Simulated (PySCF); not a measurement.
Method: PySCF energies (xtb for GFN2) plus ideal-gas RRHO corrections (1 bar). The comparison is the NASA 1993 polynomial table, which mixes measured and estimated data. S°(298 K) at PBE0/def2-TZVP differs from the NASA 1993 table for SF3 (+10 J/mol/K); whether the harmonic model or the table's entry is off was not settled. Open shells (unrestricted): SF3 (multiplicity 2). GFN2 has no spin-polarisation term. The harmonic model lacks anharmonicity and excited electronic states, which grow with temperature; levels with a mode under 35 cm⁻¹ are left out. The table's entry may be an old estimate for SF3 (not checked at source). Warning, point group unlike the PBE0 one: SF3 (GFN2-xTB).

Harmonic frequencies at GFN2-xTB (cm⁻¹): 150, 259, 356, 553, 672, 736. Point group C2v; S°(298 K) = 296.4 J/mol/K at this level.

Problem. Work out Cp and S° of gaseous SF3 at 500, 800, 1200, 1600, 2000 K from these, and set them beside the table.

Solution. 
```json
[
 {"T (K)": "500", "Cp GFN2-xTB": "75.7", "Cp table": "73.8", "S° GFN2-xTB": "333.4", "S° table": "321.7"},
 {"T (K)": "800", "Cp GFN2-xTB": "80.0", "Cp table": "79.0", "S° GFN2-xTB": "370.1", "S° table": "357.8"},
 {"T (K)": "1200", "Cp GFN2-xTB": "81.7", "Cp table": "81.2", "S° GFN2-xTB": "402.9", "S° table": "390.4"},
 {"T (K)": "1600", "Cp GFN2-xTB": "82.3", "Cp table": "82.1", "S° GFN2-xTB": "426.5", "S° table": "413.8"},
 {"T (K)": "2000", "Cp GFN2-xTB": "82.6", "Cp table": "82.5", "S° GFN2-xTB": "444.9", "S° table": "432.2"}
]
```
Units J/mol/K.
